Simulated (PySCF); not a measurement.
**Ionisation energy of He by level of theory**

He 1s2 (1S) → He⁺ 1s1 (2S), as a difference of total energies. Computed with PySCF 2.14 in dyall-acv3z (10s3p2d, 29 functions), with scalar relativity by spin-free X2C-1e. Correlated levels: valence: nothing frozen; virtual orbitals above 40 to 60 times the deepest correlated orbital energy dropped. The calculations carry no spin-orbit coupling.

```csv
method,ionisation energy (eV),error (eV)
UHF,23.447,-1.140
LDA,24.303,-0.284
PBE,24.467,-0.120
PBE0,24.448,-0.139
r2SCAN,24.621,+0.034
HSE06,24.466,-0.121
MN15,24.893,+0.306
TPSS,24.747,+0.160
r2SCAN0,24.583,-0.004
MP2 (valence),24.377,-0.210
SCS-MP2 (valence),24.563,-0.024
```

Reference: 24.587 eV (measured; NIST Atomic Spectra Database, ionization energies).

Errors of the correlated levels include the incompleteness of this basis.
